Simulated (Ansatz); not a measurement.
**AlS (doublet): wB97M-V, B2PLYP, RPA-PBE over a scan of the distance Al1–S2, cc-pVDZ**

How well do these functionals follow the top wave-function level for AlS (doublet) over a scan of the distance Al1–S2?

Method: cc-pVDZ, all electrons in the functionals, frozen cores in the correlation of double hybrids and RPA; program: Ansatz 0.2.0, Gaussian basis.

The runs, in order: wB97M-V, B2PLYP, RPA-PBE, at 1.832 Å; 2.032 Å; 2.262 Å; 2.839 Å; 3.740 Å; 5.351 Å.

2 further runs of the same task are left out: 2 for a known fault of the program.

## Step 1: The system

The geometry derives from a PBE0/def2-TZVP stationary point (not a proven minimum). One bond is set to the value named and the two fragments are kept rigid.

2 atoms, charge 0, spin multiplicity 2.

Atoms are counted from 1 here; the program's logs count them from 0.

Bond lengths: Al1–S2 2.032 Å.

Coordinates:

```xyz
2
charge 0, multiplicity 2
Al    0.0000    0.0000    0.0000
S     0.0000    0.0000    2.0316
```

No dispersion term is added; wB97M-V holds VV10 nonlocal correlation.

The geometry shown and the zero of energy belong to the point 2.032 Å. The yardstick, FCI, and other wave-function levels (R restricted, U unrestricted, valence and pair active spaces) come from earlier runs.

## Step 2: wB97M-V, 1.832 Å

File in.yaml:

```yaml
crystal:
  periodic: [false, false, false]
  atoms:
    - {symbol: Al, position_ang: [0.000000, 0.000000, 0.000000]}
    - {symbol: S, position_ang: [0.000000, 0.000000, 1.832000]}
basis:
  gaussian: {orbitals: cc-pVDZ}
magnetization: {spin_polarized: true, initial_magnetization: 1}
hamiltonian: {xc: {name: wB97M-V}}
output: {forces: true, orbitals: {seedname: orbitals}}
```

On the command line:

```console
$ ansatz run in.yaml --threads 1 --pin off --events-out ev --progress --plain --max-ram 3793MiB --backend cpu
```

Further steps of the session: wB97M-V, 2.032 Å; wB97M-V, 2.262 Å; wB97M-V, 2.839 Å; wB97M-V, 3.740 Å; wB97M-V, 5.351 Å; B2PLYP, 1.832 Å; B2PLYP, 2.032 Å; B2PLYP, 2.262 Å; B2PLYP, 2.839 Å; B2PLYP, 3.740 Å; B2PLYP, 5.351 Å; RPA-PBE, 1.832 Å; RPA-PBE, 2.032 Å; RPA-PBE, 2.262 Å; RPA-PBE, 2.839 Å; RPA-PBE, 3.740 Å; RPA-PBE, 5.351 Å.

**Question.** What will the summary of the whole plan be? Wanted: span of the FCI curve; largest miss, wB97M-V; largest miss, B2PLYP; largest miss, RPA-PBE.

**Answer**, as computed:

| quantity | value |
| --- | --- |
| span of the FCI curve | 79.5 kcal/mol |
| largest miss, wB97M-V | +11.8 kcal/mol (5.351 Å) |
| largest miss, B2PLYP | +6.8 kcal/mol (5.351 Å) |
| largest miss, RPA-PBE | -10.3 kcal/mol (5.351 Å) |

Of the functionals, B2PLYP keep the smallest largest miss at the points compared (at most 6.8 kcal/mol) and wB97M-V strays most (11.8 kcal/mol, at 5.351 Å). wB97M-V, B2PLYP, RPA-PBE clearly break the spin symmetry at some points (⟨S²⟩ up to 0.94 above the pure value), so energy there is bought with a mixed spin. Functionals and the yardstick converge differently with the basis, so part of each miss in cc-pVDZ is the basis.
